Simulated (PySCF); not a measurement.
Bond stretch in CH4O, SMILES CO. The O2–H6 bond (O2 also carries C; H6 carries nothing else) is stretched with both fragments frozen at the PBE0/def2-TZVP optimised geometry.

Computed with: RKS-PBE = restricted PBE/cc-pVDZ (PySCF); UKS-PBE = unrestricted PBE/cc-pVDZ in PySCF; RKS-M06-2X = restricted M06-2X/cc-pVDZ in PySCF 2.14.0; UCCSD(T) = CCSD(T) on UHF/cc-pVDZ, 2 core orbitals frozen in PySCF.

Energies relative to the lowest point of each curve near equilibrium, in mEh; the last columns give the difference from UCCSD(T):

```csv
R / Å,RKS-PBE,UKS-PBE,RKS-M06-2X,UCCSD(T),RKS-PBE − UCCSD(T),UKS-PBE − UCCSD(T),RKS-M06-2X − UCCSD(T)
0.76,70.3,70.3,67.0,68.1,2.2,2.2,-1.1
0.82,30.9,30.9,28.4,29.0,1.9,1.9,-0.6
0.86,15.2,15.2,13.4,13.7,1.5,1.5,-0.3
0.90,5.7,5.7,4.6,4.8,1.0,1.0,-0.2
0.94,1.0,1.0,0.6,0.6,0.4,0.4,-0.1
0.96,0.0,0.0,0.0,0.0,0.0,0.0,0.0
0.99,0.0,0.0,0.6,0.5,-0.5,-0.5,0.1
1.02,1.4,1.4,2.6,2.4,-1.1,-1.1,0.2
1.06,4.9,4.9,7.1,6.8,-1.8,-1.8,0.3
1.10,10.0,10.0,13.1,12.6,-2.6,-2.6,0.5
1.19,24.8,24.8,30.4,29.1,-4.3,-4.3,1.3
1.28,42.0,42.0,50.3,47.7,-5.8,-5.8,2.6
1.43,71.2,71.2,84.5,79.0,-7.8,-7.8,5.5
1.59,99.8,99.8,118.9,107.9,-8.1,-8.1,11.0
1.73,121.5,121.5,145.8,128.3,-6.8,-6.8,17.5
1.90,143.6,140.5,174.3,146.9,-3.3,-6.5,27.3
2.12,166.3,153.3,204.6,159.7,6.6,-6.3,44.9
2.33,182.8,159.4,227.5,163.9,18.9,-4.5,63.6
2.60,—,163.3,250.1,165.6,—,-2.3,84.5
2.85,—,165.0,266.0,166.1,—,-1.1,99.9
3.37,—,166.3,288.3,166.5,—,-0.2,121.8
```

RKS-PBE is furthest from UCCSD(T) at 2.33 (18.9 mEh, above); its mean absolute difference over the points is 4.1 mEh.

UKS-PBE is furthest from UCCSD(T) at 1.59 (-8.1 mEh, below); its mean absolute difference over the points is 3.2 mEh.

RKS-M06-2X is furthest from UCCSD(T) at 3.37 (121.8 mEh, above); its mean absolute difference over the points is 23.0 mEh.

Dashes: no converged value, or the column stops at the first point that the program doubted or that broke a chosen test of continuity, which isn't proof of a fault.

The restricted form behind RKS-PBE, RKS-M06-2X keeps the bonding electrons paired and can't separate into open-shell fragments. The unrestricted determinant behind UKS-PBE is spin-contaminated at 1.90 to 3.37 Å (<S²> up to 1.0, against 0.00 for a pure singlet). The unrestricted determinant behind UCCSD(T) is spin-contaminated at 1.43 to 3.37 Å (<S²> up to 1.0, against 0.00 for a pure singlet).
